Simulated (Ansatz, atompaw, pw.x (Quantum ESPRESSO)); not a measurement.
**What a changed setting does to a pw.x run (diamond Sn)**

Potential: PAW, atompaw 4.2.0.5, LDA (PW92); core [Kr] 4d10, reference 5s2 5p2; waves: 5s (bound): rc 3.00 bohr; 5s channel at 2.6 Ry: rc 3.00 bohr; 5p (bound): rc 3.00 bohr; 5p channel at 0.2 Ry: rc 3.00 bohr; 5d channel at 0.1 Ry: rc 3.00 bohr; 5d channel at 5.64 Ry: rc 2.35 bohr; local part: bessel scheme, radius 2.75 bohr; core correction: smooth core density matched at 1.50 bohr; augmentation: sinc compensation charge, radius 2.60 bohr; PAW radius 3.00 bohr; waves and projectors: custom rrkj gramschmidtortho.

The reference run (k-mesh 8³, cutoffs 40/400 Ry, Fermi–Dirac 0.01 Ry, mixing_beta 0.4, conv_thr 1e-9, no spin) gives 0.43 GPa at 33.988 Å³/atom, where all-electron LAPW gives 0.00 GPa. This run, with its own iteration cap, changes k-mesh points per axis to 1, a wrong or extreme entry chosen on purpose.

```
&control
  calculation='scf', prefix='x', pseudo_dir='./', outdir='./tmp', tstress=.true., disk_io='none'
/
&system
  ibrav=0, nat=2, ntyp=1, ecutwfc=40, ecutrho=400, nbnd=11,
  occupations='smearing', smearing='fd', degauss=0.01
/
&electrons
  conv_thr=1e-09, mixing_beta=0.4, electron_maxstep=70
/
ATOMIC_SPECIES
Sn 1.0 Sn.UPF
CELL_PARAMETERS angstrom
  0.00000000 3.23923063 3.23923063
  3.23923063 0.00000000 3.23923063
  3.23923063 3.23923063 0.00000000
ATOMIC_POSITIONS crystal
Sn 0.0000 0.0000 0.0000
Sn 0.2500 0.2500 0.2500
K_POINTS automatic
1 1 1 0 0 0
```

```bash
pw.x < Sn.scf.in > Sn.scf.out
```

How does the run end?

It converges in 11 iterations; the free energy moves by +7.66 eV/atom and the pressure by +60.00 GPa. The result is not a property of the crystal.

```
Message from routine setup:
     using ibrav=0 with symmetry is DISCOURAGED, use correct ibrav instead
     lattice parameter (alat)  =       8.6568  a.u.
     unit-cell volume          =     458.7248 (a.u.)^3
     number of electrons       =         8.00
     number of Kohn-Sham states=           11
     kinetic-energy cutoff     =      40.0000  Ry
     charge density cutoff     =     400.0000  Ry
     scf convergence threshold =      1.0E-09
     Exchange-correlation= SLA PW NOGX NOGC
     number of k points=     1  Fermi-Dirac smearing, width (Ry)=  0.0100
     iteration #  1     ecut=    40.00 Ry     beta= 0.40
     total energy              =    -645.15444235 Ry
     estimated scf accuracy    <       0.13157145 Ry
     iteration #  2     ecut=    40.00 Ry     beta= 0.40
     total energy              =    -645.13805960 Ry
     estimated scf accuracy    <       0.03354008 Ry
     iteration #  3     ecut=    40.00 Ry     beta= 0.40
     total energy              =    -645.14257897 Ry
     estimated scf accuracy    <       0.00027920 Ry
     [... 5 iterations left out ...]
     iteration #  9     ecut=    40.00 Ry     beta= 0.40
     total energy              =    -645.14257445 Ry
     estimated scf accuracy    <          4.9E-09 Ry
     iteration # 10     ecut=    40.00 Ry     beta= 0.40
     total energy              =    -645.14257445 Ry
     estimated scf accuracy    <          1.1E-09 Ry
     iteration # 11     ecut=    40.00 Ry     beta= 0.40
     the Fermi energy is     5.0275 ev
!    total energy              =    -645.14257445 Ry
     estimated scf accuracy    <          4.6E-11 Ry
     smearing contrib. (-TS)   =      -0.03864664 Ry
     The total energy is F=E-TS. E is the sum of the following terms:
     one-electron contribution =       6.49944169 Ry
     hartree contribution      =       1.46459168 Ry
     xc contribution           =     -39.60113258 Ry
     ewald contribution        =     -14.08023616 Ry
     one-center paw contrib.   =    -599.38659245 Ry
     convergence has been achieved in  11 iterations
          total   stress  (Ry/bohr**3)                   (kbar)     P=      604.32
     Message from routine punch:
     Nothing written, as per user request (disk_io='none')
```

The run took about 14 s on one core of a shared host (Intel(R) Xeon(R) Platinum 8259CL CPU @ 2.50GHz, 64 threads, 499 GiB, load 16).
